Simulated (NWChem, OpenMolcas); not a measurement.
## OpenMolcas → NWChem

This OpenMolcas 26.06 job computes BHO2 (oxoborinic acid):

input.xyz:
```
4

O     -1.555100     0.523500     0.428500
B     -0.423900     0.132000     0.248600
O      0.816700    -0.302000     0.108600
H      1.162300    -0.353500    -0.785700
```

calc.input:
```
&GATEWAY
 BasLib=$CurrDir
 Coord=input.xyz
 Basis=def2-TZVPP
 Group=NoSym

&SEWARD

&SCF
 Thresholds=1e-10 1e-07 1e-07 1e-05
 PrOrbitals=1 1

&ALASKA
```

```bash
$ export MOLCAS_MEM=1860
$ pymolcas calc.input > calc.log
```

(Basis files named in the input come from the Basis Set Exchange and aren't shown.)

The coordinates come from a PBE0-D4/def2-TZVP relaxation.

The shape is far from stationary at this level.

It gives a total energy of -175.160929 Eh.

Task: How is this level of theory, on these atoms, set up in NWChem 7.3.0 as an input file of the program's own?

Result: One way, which was run:

mymol.nw:
```
echo
start mymol
title "BHO2 gradient"
memory total 2200 mb

geometry noautosym nocenter noautoz
  O     -1.555100     0.523500     0.428500
  B     -0.423900     0.132000     0.248600
  O      0.816700    -0.302000     0.108600
  H      1.162300    -0.353500    -0.785700
end

basis spherical bse
  O library def2-TZVPP
  B library def2-TZVPP
  H library def2-TZVPP
end

scf
  thresh 1e-08
  maxiter 80
  print low
end

task scf gradient
```

```bash
$ nwchem mymol.nw > mymol.out
```

Its energy is -175.160929 Eh, 0.000 mEh from the first.
